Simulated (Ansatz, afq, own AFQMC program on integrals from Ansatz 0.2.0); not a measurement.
Integrals from Ansatz 0.2.0, then the random walk in our own AFQMC program (afq).

```yaml
crystal:
  periodic: [false, false, false]
  atoms:
    - {symbol: N, position_ang: [0.000000, -0.277738, 0.560930]}
    - {symbol: O, position_ang: [0.000000, 0.201744, -0.553349]}
    - {symbol: H, position_ang: [0.000000, 0.657198, 0.988632]}
basis:
  gaussian: {orbitals: cc-pVDZ}
magnetization: {spin_polarized: true, initial_magnetization: 2}
correlation: {method: ccsd_t, electrons: outside_noble_gas, hamiltonian_folder: ham}
```

```sh
$ ansatz run in.yaml --threads 1 --pin off --events-out ev --progress --plain --max-ram 1382MiB
```

Options of the walk:

```
--method phaseless --trial cisd --walkers 60 --populations 1 --least-time 40 --time-step 0.005 --steps-per-block 50 --equilibration-blocks 28 --max-blocks 300 --target-error 0.00042 --factor-cut 1e-05 --start spin_pure --seed 1111 --release-times 0.24,0.51,0.99,1.62,2.4 --release-step 0.03 --release-every 4 --taylor-order 6
```

Times are imaginary, in 1/Eh. The walk had a cap of 820 s.

afq prints:

```
orbitals 31  electrons 7 5  factors 237 of 311
reference energy -129.78978659 Eh
CCSD correlation -0.32453847 Eh in 11 cycles, weight of the determinant in the CISD state 0.8791
energy of the start -130.113415 Eh
 block  time / (1/Eh)  mean weight  energy / Eh
     1     0.250  0.9990  -130.113049
     2     0.500  1.0007  -130.115467
     3     0.750  0.9995  -130.125916
     4     1.000  1.0007  -130.129650
     5     1.250  1.0032  -130.125571
     8     2.000  0.9980  -130.131064
    17     4.250  0.9991  -130.129173
    33     8.250  1.0002  -130.151151
    41    10.250  0.9979  -130.125382
    65    16.250  1.0047  -130.124892
    89    22.250  0.9968  -130.118203
   113    28.250  0.9992  -130.122636
   137    34.250  1.0019  -130.128466
   161    40.250  0.9989  -130.121626
   185    46.250  1.0001  -130.128400
   209    52.250  0.9994  -130.118405
   233    58.250  1.0011  -130.118509
   257    64.250  0.9981  -130.119907
   273    68.250  0.9987  -130.112667
   281    70.250  0.9952  -130.124658
   305    76.250  0.9999  -130.127285
   321    80.250  0.9981  -130.123482
blocks merged  error / Eh  count
     1  0.000476  300
     2  0.000534  150
     4  0.000632  75
     8  0.000607  37
    16  0.000576  18
    32  0.000497  9
released: time / (1/Eh)  energy / Eh  error  mean overlap
  0.24  -130.123843  0.000724  1.0015
  0.51  -130.125195  0.000549  0.9975
  0.99  -130.124287  0.000581  0.9990
  1.62  -130.125031  0.000776  1.0036
  2.40  -130.123990  0.001056  0.9975
energy -130.123629 +/- 0.000607 Eh
(rows thinned)
```

The run passed its tests (sampling time, drift between the halves within three errors, error under three times the target), which doesn't prove that it has relaxed. The second half of the sampling lies above the first by 1.9 errors of their difference, so the energy may still be moving and its error bar be too small.

Against this walk (error 16.5 meV) on the same determinant: CCSD(T) 18.2 meV higher (within the noise), CCSDT(Q) 26.3 meV lower (within the noise). The error is statistical and leaves out the bias of the constraint. Released to 2.40 1/Eh the energy moves by -10 ± 33 meV (both errors), within twice the noise.

Cautions: constraint bias not in the error; error above the target (16.5 against 11.4 meV); lower spins were not checked.

The walk took 3.8 min on 1 thread of Intel(R) Xeon(R) 6975P-C (Granite Rapids) (shared host). The log's last line is the phaseless energy.

CCSDT and higher add their correlation energy to the determinant of the CCSD(T) run, since their own runs factorise the integrals more tightly (a shift of under 2 meV). A walk keeps the symmetry of its determinant, which the program's search chose and which needn't be the lowest solution, so a lower state of the same spin and another symmetry isn't excluded.
